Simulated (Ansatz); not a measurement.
**CH₃⁺, singlet in cc-pVDZ: errors against full CI**

Geometry: a PBE0/def2-TZVP stationary point for this spin, not checked as a minimum.

```xyz
4

C     0.0000    0.0000    0.0000
H     1.0932    0.0139   -0.0002
H    -0.5586    0.9397   -0.0028
H    -0.5345   -0.9536    0.0030
```

Basis cc-pVDZ; Ansatz 0.2.0. Correlated methods freeze the noble-gas cores, which leaves 6 electrons in 28 orbitals. R marks a restricted (for open shells ROHF) determinant. Active spaces: valence = (6e, 7o) chosen from the atoms' valence shells.

Full CI is exact within this basis and frozen core; it isn't the basis-set limit.

```
UHF ⟨S²⟩                          : 0.000
T1 diagnostic (RCCSD)             : 0.0042
largest doubles amplitude (RCCSD) : 0.059
```

```csv
level,E − E(RHF) (eV)
RMP2,-2.8842
RCCSD,-3.5293
RCCSD(T),-3.5795
```

Estimate how far full CI in cc-pVDZ lies from RCCSD(T). The table doesn't fix it; the size of (T) and the diagnostics are the guide.

Full CI in cc-pVDZ lies 0.42 mEh below RCCSD(T), which is 23 % of the (T) step (-1.84 mEh). The diagnostics are small and one determinant leads, so the series closes fast and only a small part of (T) is left.

The other levels:

| level | E − E(full CI) (mEh) | share of correlation (%) | wall time |
| --- | --- | --- | --- |
| CISD | 5.87 | 95.55 | 0.54 s |
| BCCD(T) | 0.42 | 99.68 | 0.27 s |
| RCCSDT | 0.07 | 99.95 | – |
| CISDTQ | 0.09 | 99.93 | 1.3 s |
| RCCSDT(Q) | 0.01 | 99.99 | 0.72 s |
| RCCSDTQ | 0.00 | 100.00 | 7.5 s |
| CASSCF (valence space) | 67.32 | 48.98 | – |
| NEVPT2 (valence space) | 19.94 | 84.89 | 0.85 s |
| MRCISD (valence space) | 2.23 | 98.31 | – |
| MRCISD+Q (valence space) | 0.60 | 99.55 | 1.4 s |

The correlation energy at full CI, counted from RHF, is -3.591 eV. That run took 6.5 s on 1 thread of AMD EPYC 7B13, shared host over 2,701,046 determinants.

Times hold each run's SCF and search for its determinant on a shared host, so for small cases they say little of a method's own cost; they ran on 1 thread of AMD EPYC 7B13. Some runs computed forces too.

The full-CI state has the irrep A1 of C2v, in the program's axes (one component, if the state is degenerate).

Natural occupations of full CI about the gap: 1.966 1.961 1.961 0.020 0.020 0.019 0.016 0.007 0.007 0.006; effectively unpaired electrons, Σ n²(2−n)², 0.02.
